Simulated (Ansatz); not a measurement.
Scan of the C2–H3 bond length

CH$_{2}$B (SMILES [B]=C), doublet, at its PBE0-D4/def2-TZVP minimum:

```
atom    x (Å)    y (Å)    z (Å)
  B1   0.1540  -0.9716   0.8808
  C2  -0.0072   0.0451  -0.0409
  H3   0.5771   0.9587   0.0128
  H4  -0.7240  -0.0321  -0.8527
```

The bond length C2–H3 (1.086 Å at the minimum) is set to the values below, the two halves moving rigidly along the bond. Each method's energies count from its own value at the PBE0-D4 minimum structure. Program: Ansatz 0.2.0. Basis: def2-TZVPP. Cores are frozen in the correlated methods; orbitals are unrestricted. B3LYP uses VWN-RPA correlation.

```
bond length (Å)  CCSD(T) (kJ/mol)  HF (kJ/mol)  PBE0-D4 (kJ/mol)
          0.934              51.8         47.9              52.2
          0.966              30.0         26.8              30.4
          1.013               9.9          7.8              10.1
          1.067               0.5          0.0               0.6
          1.128               2.9          4.4               2.9
          1.193              16.1         20.1              16.2
          1.262              38.3         45.4              38.6
          1.335              67.4         78.4              68.3
          1.412             101.8        117.2             103.5
```

Minimum and curvature along this coordinate at CCSD(T): A fifth-order fit through the nearest points gives 1.085 Å, with a curvature of about 35 eV/Å².

Treat the two halves as rigid bodies and work out the harmonic wavenumber of this stretch from that curvature (ν̃ = 521.5 √(k/μ) cm⁻¹ with k in eV/Å² and μ in u).

The halves weigh 23.83 and 1.01 u, so μ = 23.83 × 1.01/24.84 = 0.969 u and ν̃ = 521.5 √(35/0.969) ≈ 3100 cm⁻¹. A true normal mode mixes in other motions, so this is a guide only.

Largest difference from the CCSD(T) curve over the scan: PBE-D4 7.9; r2SCAN-D4 0.2; B3LYP-D4 1.0; wB97M-V 2.8 kJ/mol. Each curve counts from its own value at the minimum.

The T1 diagnostic stays at or below 0.048. ⟨S²⟩ of the unrestricted Hartree–Fock references: 0.92 to 0.93 (a pure state has 0.75). The T1 diagnostic is large here, which may signal multireference character or strong orbital relaxation, so CCSD(T) is less sure. The unrestricted reference is spin-contaminated, which hurts MP2 most.

For scale, one of the runs: CCSD(T)/def2-TZVPP, 90 basis functions (an equivalent command: `ansatz run in.yaml --threads 2`). Hardware: 2 CPU threads, shared host. Wall time about 3.2 s.
